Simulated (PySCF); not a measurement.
Species: C₄H₃F₂ (doublet state).
Structure used (GFN2-xTB), in Å, numbered top down from 1:
```
atom  x, y, z in Å
C1     2.2855    0.4177   -0.3016
C2     1.1762   -0.0763   -0.3634
C3    -0.0718   -0.6205   -0.4193
F4    -0.2074   -1.9649   -0.4597
C5    -1.3489    0.1425   -0.4516
F6    -1.3705    1.1269    0.5105
H7     3.2379    0.8531   -0.2450
H8    -2.1888   -0.5318   -0.2526
H9    -1.4985    0.6593   -1.4113
```

The hyperfine couplings belong to this conformer and change with its torsions.

The species is `C#C[C](F)CF` [radical].

The calculation used UKS B3LYP, pcH-1 on C F H, non-relativistic, mean-field spin-orbit, GIAO in PySCF 2.14.0. Geometry: GFN2-xTB, one conformer, isolated molecule. Couplings are sensitive to structure, and on GFN2-xTB geometries they can be far from those on DFT ones. Stability of the SCF solution: not tested.

Q: Break the g tensor into its mass correction, gauge correction and orbital-Zeeman/spin–orbit terms.

A: 
```tsv
Δg (ppm)	1	2	3
relativistic mass correction	-193	-193	-193
gauge correction	2	52	44
orbital Zeeman/spin–orbit	-81	1338	2515
total	-272	1198	2367
```

So g = 2.00205, 2.00352, 2.00469 and g_iso = 2.00342; the tensor is rhombic: the two nearest values differ by 44 % of g3 − g1. Axes: g2 points within 11° of the C3–F4 bond and g3 points within 15° of the C3–C5 bond.

Q: What are the electron Larmor frequencies g μB B/h along the three axes at 350 mT?

A: 9.8074, 9.8146, 9.8203 GHz for g1, g2 and g3, a range of 12.9 MHz.

Q: At 33.803 GHz, how far is the centre of the isotropic spectrum from where a free electron (g = 2.002319) resonates?

A: B = hν/(g μB) with μB/h = 13.99624 MHz/mT gives 1206.18 mT for the free electron and 1205.51 mT at g_iso, 0.66 mT lower.

Q: In a frozen sample, at which fields do the three g values resonate at 9.5, 34, 94 and 263 GHz (hyperfine left aside), and which band first spreads them over more than twice a line width of 0.3 mT?

A: 
| band | GHz | B(g3) mT | B(g2) mT | B(g1) mT | spread mT |
| --- | --- | --- | --- | --- | --- |
| X | 9.5 | 338.58 | 338.78 | 339.03 | 0.45 |
| Q | 34.0 | 1211.77 | 1212.48 | 1213.37 | 1.60 |
| W | 94.0 | 3350.19 | 3352.15 | 3354.61 | 4.42 |
| J | 263.0 | 9373.41 | 9378.88 | 9385.77 | 12.36 |

The spread grows in proportion to the frequency. Q band is the first where it exceeds 0.6 mT.

The Mulliken spin populations are largest on C3 (+0.68), C1 (+0.52) and C2 (-0.24). The angles at C3 add up to 360.0°, so it is planar.

The HOMO–LUMO gaps are 5.47 eV among the α and 5.66 eV among the β orbitals.

On one thread of an AMD EPYC 9B45, on a shared host, this took 12 s of wall time (with the writing of density and orbital grids) and 0.69 GiB of memory at its peak.
